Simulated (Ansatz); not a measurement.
# Mg: a prediction, then the measurements

Theory: Ansatz 0.2.0, DFT PBEsol, scalar-relativistic, plane waves, PAW.

Settings: cutoff 420 eV, Γ-centred mesh 18×18×8 on the computed 2-atom cell, Gaussian smearing of 0.10 eV; no spin polarisation.

Relaxed structure, symmetry kept:

```
CELL_PARAMETERS angstrom
3.18719 0.00000 0.00000
-1.59359 2.76019 0.00000
0.00000 0.00000 5.11359
ATOMIC_POSITIONS crystal
Mg 0.33333 0.66667 0.25000
Mg 0.66667 0.33333 0.75000
```

* Space group: P6_3/mmc (No. 194)
* Volume per atom: 22.49 Å³
* Formation energy from the elements' standard states (uncorrected): -0.002 eV/atom
* Kohn–Sham band gap: none (metal)
* Density of states at the Fermi level: 0.79 states/eV per cell
* Bulk modulus: 37 GPa
* Its pressure derivative: 4.0
* Bader charges (e): Mg (2 in the cell) 0.00

**Measured values to compare with.**

“Thermoelastic equation of state and melting of Mg metal at high pressure and high temperature”, 2019, arxiv:1909.00645 quotes, for a powder of Mg at 300 K: lattice constant a 3.209 ± 0.002 Å; lattice constant c 5.211 ± 0.003 Å; bulk modulus 32.5 ± 0.4 GPa.

A measured lattice constant a of Mg is 3.209 Å (300 K; powder; quoted in the paper above); the calculated 3.187 Å misses it by -0.7 %. A measured lattice constant c of Mg is 5.211 Å (300 K; powder; quoted in the paper above); the calculated 5.114 Å misses it by -1.9 %. 2 values of this kind are on record (5.211 to 5.213 Å); this one was drawn at random, those with a stated uncertainty first. The calculation is for 0 K without zero-point motion. Against the measured bulk modulus of Mg, 32.5 GPa (300 K; powder; quoted in the paper above), the calculated 37 GPa is off by +14.7 %.